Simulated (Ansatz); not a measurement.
Two shapes of singlet CH₃N.

Shape 1:

```xyz
5

C    -0.0029   -0.0458   -0.6317
N     0.0249   -0.0982    0.6485
H     0.0352    0.9194    1.0597
H    -0.0159   -0.9979   -1.1867
H    -0.0394    0.8813   -1.2322
```

Shape 2:

```xyz
5

C    -0.0008   -0.0538   -0.5842
N    -0.0025   -0.0770    0.6895
H     0.0057    0.8886    1.0650
H     0.0093   -0.9926   -1.1369
H    -0.0026    0.8638   -1.1980
```

Basis set: cc-pVDZ (spherical functions). Frozen core: 2 orbitals. Charge 0, multiplicity 1.

Computed with Ansatz (development build ahead of 0.2.0); each method stands on the lowest determinant of its kind that the runs found.

(1) Which shape is lower in energy, and by how much in each method?

Answers

(1)

```
 method  E(2) − E(1) (eV)
    RHF            -0.150
RHF-MP2            -0.071
```

Shape 2 is lower.
